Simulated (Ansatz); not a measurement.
# CH₄OSi: one structure at several levels

The task here is to estimate one member of a computed series from the others.

Program: Ansatz 0.2.0, Gaussian basis. Level of theory: single points in def2-TZVPP. These are calculated values, not measurements.

Cores are frozen in the correlated methods.

### The system as given

SMILES `CO[SiH]`, 7 atoms, charge 0, spin multiplicity 1.

Atoms are counted from 1 here; the program's logs count them from 0.

Bond lengths: C1–O2 1.357 Å, C1–H4 1.007 Å, C1–H5 1.057 Å, C1–H6 1.141 Å, O2–Si3 1.594 Å, Si3–H7 1.478 Å. Angles: O2–C1–H4 109.0°, O2–C1–H5 113.1°, O2–C1–H6 104.3°, H4–C1–H5 121.4°, H4–C1–H6 103.4°, H5–C1–H6 103.6°, C1–O2–Si3 137.5°, O2–Si3–H7 105.8°.

Coordinates:

```xyz
7

C    -0.55760    0.42720   -0.47230
O    -0.39610   -0.58970    0.41130
Si    0.81020   -1.32160    1.15360
H    -1.52090    0.46040   -0.76230
H     0.23040    0.49720   -1.17320
H    -0.43980    1.36960    0.15940
H     2.03340   -0.60450    0.73810
```

The first run:

Input file run/in.yaml:

```yaml
crystal:
  periodic: [false, false, false]
  atoms:
    - {symbol: C, position_ang: [-0.557600, 0.427200, -0.472300]}
    - {symbol: O, position_ang: [-0.396100, -0.589700, 0.411300]}
    - {symbol: Si, position_ang: [0.810200, -1.321600, 1.153600]}
    - {symbol: H, position_ang: [-1.520900, 0.460400, -0.762300]}
    - {symbol: H, position_ang: [0.230400, 0.497200, -1.173200]}
    - {symbol: H, position_ang: [-0.439800, 1.369600, 0.159400]}
    - {symbol: H, position_ang: [2.033400, -0.604500, 0.738100]}
basis:
  gaussian: {orbitals: def2-TZVPP}
correlation: {method: ccsd_t}
output: {forces: true}
```

The command line of these runs was not kept.

Among the steps run: CCSD(T)/def2-TZVPP; PBE0-D4/def2-TZVPP; wB97M-V/def2-TZVPP; r2SCAN-D4/def2-TZVPP; PBE-D4/def2-TZVPP; BLYP-D4/def2-TZVPP; B97M-V/def2-TZVPP.

One of the session's tables, all rows but one given; the rest of the session is left out.

```
   method  RMS force component (eV/Å)  angle to CCSD(T) forces (°)  dipole (D)
  CCSD(T)                       1.595                    reference        2.08
  PBE0-D4                       1.567                          5.6        2.14
  wB97M-V                       1.568                          2.3        1.99
r2SCAN-D4                       1.568                          3.2        2.24
   PBE-D4                       1.618                          7.2        2.16
  BLYP-D4                       1.617                          6.7        2.07
   B97M-V                           ?                            ?           ?
```

**Question.** Estimate the row for B97M-V.

The run gave: RMS force component (eV/Å): 1.529; angle to CCSD(T) forces (°): 5.5; dipole (D): 2.02. In the column «RMS force component (eV/Å)» it is the lowest.
